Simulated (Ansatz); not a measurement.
The first iterations of a band of BH4N + H4Si (11 atoms, charge 0, multiplicity 1).

The calculation used RKS PBE0-D4/6-31G* in Ansatz 0.2.0.

```
movable images  : 7
climbing image  : yes
spring          : 5.0 eV/Å²
optimiser       : quadratic models (default)
start path      : through a guess of the saddle point
force threshold : 0.03 eV/Å
iteration limit : 60
end points      : relaxed
```

Initial state:

```xyz
11
Properties=species:S:1:pos:R:3
B 0.227 -0.674 -0.004
N -0.114 -0.532 1.338
H -1.067 -0.534 1.672
H 0.568 -0.428 2.075
H 1.387 -0.666 -0.309
H -0.650 -0.799 -0.813
Si -0.360 2.913 1.333
H -1.710 2.323 1.121
H -0.495 4.391 1.465
H 0.526 2.602 0.181
H 0.231 2.376 2.590
```

Final state:

```xyz
11
Properties=species:S:1:pos:R:3
B 0.224 0.485 0.428
N -0.039 -0.143 1.918
H -1.030 -0.145 2.155
H 0.293 -1.105 1.971
H 1.423 0.419 0.260
H -0.389 -0.230 -0.335
Si -0.445 2.396 0.399
H -1.917 2.540 0.690
H 0.199 3.284 1.433
H -0.223 3.080 -0.912
H 0.445 0.391 2.640
```

| iteration | highest image above the first end (eV) | largest band force component (eV/Å) |
| --- | --- | --- |
| 1 | 7.784 | 26.787 |
| 2 | 4.705 | 4.715 |
| 3 | 2.730 | 2.887 |
| 4 | 1.547 | 2.003 |
| 5 | 1.683 | 1.451 |
| 6 | 2.267 | 1.921 |
| 7 | 2.412 | 1.410 |
| 8 | 2.662 | 1.393 |
| 9 | 2.670 | 1.108 |
| 10 | 2.639 | 1.600 |
| 11 | 2.461 | 2.017 |
| 12 | 2.132 | 2.134 |
| 13 | 1.313 | 1.922 |
| 14 | 1.396 | 1.573 |
| 15 | 1.596 | 1.570 |
| 16 | 1.927 | 1.231 |

**Question.** Does the band converge within its limit, and where does its top end?

**Answer.** It converged. It ended after 48 iterations with the highest image 1.933 eV above the first end. Neighbouring images differ by up to 1.8 eV, so the band resolves the path poorly. A vibrational analysis at the climbing image gives one clearly imaginary mode, 1440i cm⁻¹: a first-order saddle point. The orbitals stay closed-shell, which can raise the energy where a bond breaks towards radicals; this wasn't checked here.

Time of the run: 12 min on 1 thread of Arm Neoverse V2 (shared host), peak memory 0.13 GiB.
